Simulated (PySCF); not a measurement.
Atomic charges against the basis set

C3H10NP.
Numbering: `[CH3:1][P:2]([CH3:3])([CH3:4])=[NH:5]` (hydrogens: H6, H7, H8 on C1; H9, H10, H11 on C3; H12, H13, H14 on C4; H15 on N5)

PBE0 throughout (PySCF), one geometry, spherical d and f functions. Geometry: PBE0-D3(BJ)/def2-SVP; no solvent, vibrations or thermal averaging. Atoms taken as equivalent share a column and are averaged.

Mulliken charges (e):

```
        basis  functions  C1/C3/C4      P2      N5  H6 (×9)     H15
       STO-3G         39    -0.377  +0.889  -0.648   +0.087  +0.110
        6-31G         69    -0.756  +0.927  -0.798   +0.207  +0.276
       6-31G*         94    -0.730  +0.778  -0.748   +0.206  +0.302
     def2-SVP        124    -0.206  +0.315  -0.484   +0.076  +0.106
6-311+G(2d,p)        203    -0.582  +0.638  -0.690   +0.177  +0.207
    def2-TZVP        221    -0.410  +0.406  -0.631   +0.139  +0.200
```

IAO charges (e):

```json
{"basis": "STO-3G", "functions": "39", "C1/C3/C4": "-0.580", "P2": "+1.108", "N5": "-0.778", "H6 (×9)": "+0.140", "H15": "+0.148"}
{"basis": "6-31G", "functions": "69", "C1/C3/C4": "-0.668", "P2": "+1.206", "N5": "-0.955", "H6 (×9)": "+0.169", "H15": "+0.233"}
{"basis": "6-31G*", "functions": "94", "C1/C3/C4": "-0.675", "P2": "+1.368", "N5": "-1.004", "H6 (×9)": "+0.159", "H15": "+0.232"}
{"basis": "def2-SVP", "functions": "124", "C1/C3/C4": "-0.665", "P2": "+1.371", "N5": "-0.992", "H6 (×9)": "+0.155", "H15": "+0.225"}
{"basis": "6-311+G(2d,p)", "functions": "203", "C1/C3/C4": "-0.694", "P2": "+1.411", "N5": "-1.047", "H6 (×9)": "+0.163", "H15": "+0.245"}
{"basis": "def2-TZVP", "functions": "221", "C1/C3/C4": "-0.698", "P2": "+1.428", "N5": "-1.046", "H6 (×9)": "+0.163", "H15": "+0.243"}
```

Hirshfeld charges (e):

| basis | functions | C1/C3/C4 | P2 | N5 | H6 (×9) | H15 |
| --- | --- | --- | --- | --- | --- | --- |
| STO-3G | 39 | -0.099 | +0.555 | -0.491 | +0.020 | +0.053 |
| 6-31G | 69 | -0.151 | +0.413 | -0.475 | +0.048 | +0.081 |
| 6-31G* | 94 | -0.147 | +0.359 | -0.447 | +0.049 | +0.086 |
| def2-SVP | 124 | -0.161 | +0.414 | -0.440 | +0.048 | +0.079 |
| 6-311+G(2d,p) | 203 | -0.163 | +0.386 | -0.438 | +0.052 | +0.074 |
| def2-TZVP | 221 | -0.165 | +0.382 | -0.435 | +0.052 | +0.077 |

Some averages cover members that differ in this geometry, most widely: C1/C3/C4, Mulliken in 6-311+G(2d,p) -0.610 to -0.527; C1/C3/C4, Mulliken in def2-TZVP -0.425 to -0.381; H6 (×9), Mulliken in 6-31G +0.188 to +0.227; C1/C3/C4, IAO in 6-31G -0.681 to -0.644 e.

Q: Which scheme is steadiest as the basis changes?

A: Largest range over the bases for any column: Hirshfeld 0.20 e, IAO 0.32 e, Mulliken 0.61 e. Hirshfeld charges move least and Mulliken charges most, counted in e. Without the minimal STO-3G basis the ranges are Hirshfeld 0.06, IAO 0.22, Mulliken 0.61 e.

Q: How much do the charges still move between the two largest bases, 6-311+G(2d,p) and def2-TZVP?

A: At most, over all atoms: Mulliken 0.232 e, IAO 0.016 e, Hirshfeld 0.004 e.

Q: What do the same runs give for the total energy, the frontier levels and the dipole moment?

A: 
```csv
basis,energy (Eh),HOMO (eV),LUMO (eV),μ (D)
STO-3G,-510.0396,-1.57,7.42,3.39
6-31G,-515.9393,-5.57,1.92,4.05
6-31G*,-516.0674,-5.74,2.03,3.54
def2-SVP,-515.8564,-5.75,1.29,3.36
"6-311+G(2d,p)",-516.1687,-6.10,-0.20,3.77
def2-TZVP,-516.1873,-6.06,0.68,3.58
```

The dipole is fixed by the density alone, so its range of 0.69 D shows that the density itself changes with the basis, not only its division among atoms.
